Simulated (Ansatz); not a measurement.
# Worked example: NCS⁺, triplet against NCS, doublet

Geometry (PBE0/def2-TZVP stationary point of a doublet), kept for both states (NCS, doublet: Π; NCS⁺, triplet: Σ⁻):

```xyz
3

N     0.0000    0.0000   -1.3227
C     0.0000    0.0000   -0.1481
S     0.0000    0.0000    1.4708
```

Basis cc-pVDZ; Ansatz 0.2.0. Correlated methods freeze the noble-gas cores. Prefix R: restricted or restricted open-shell reference; prefix U: unrestricted.

Full CI isn't at hand for all of this; UCCSDT(Q) serves as the reference, and is uncertain by about the last step of the cluster series.

Unrestricted rows (U, and Kohn–Sham where it breaks symmetry) aren't spin-pure: their determinants' ⟨S²⟩ exceeds S(S+1) by up to 0.40, so they mix in states of higher spin.

| level | E(NCS, doublet) (hartree) | E(NCS⁺, triplet) (hartree) |
| --- | --- | --- |
| UHF | -489.820077 | -489.473906 |
| UMP2 | -490.184640 | -489.791376 |
| UCCSD(T) | -490.234187 | -489.858580 |
| PBE | -490.719995 | -490.334898 |
| PBE0 | -490.747096 | -490.357805 |
| UCCSDT(Q) | -490.237261 | -489.862534 |

Task: Give the vertical gap, NCS⁺ triplet less NCS doublet, at each level in eV (1 hartree = 27.2114 eV), and each error against UCCSDT(Q).

Result: UCCSDT(Q): (-489.862534 − (-490.237261)) × 27.2114 = 10.197 eV (the reference)
PBE0: (-490.357805 − (-490.747096)) × 27.2114 = 10.593 eV, error 0.396 eV
PBE: (-490.334898 − (-490.719995)) × 27.2114 = 10.479 eV, error 0.282 eV
UCCSD(T): (-489.858580 − (-490.234187)) × 27.2114 = 10.221 eV, error 0.024 eV
UMP2: (-489.791376 − (-490.184640)) × 27.2114 = 10.701 eV, error 0.504 eV
UHF: (-489.473906 − (-489.820077)) × 27.2114 = 9.420 eV, error -0.777 eV

Total energies of functionals can't be set beside those of wave-function methods, since they hold the core's correlation and their own absolute errors; only the differences compare.

In so small a basis the reference is far from its limit while semilocal and hybrid functionals are nearer theirs, so the functionals' errors here hold much of the reference's basis and frozen-core error, which can add to them or hide them.

Each level lands on the state that its own search finds. T1 diagnostics of restricted CCSD: 0.029 and 0.045.
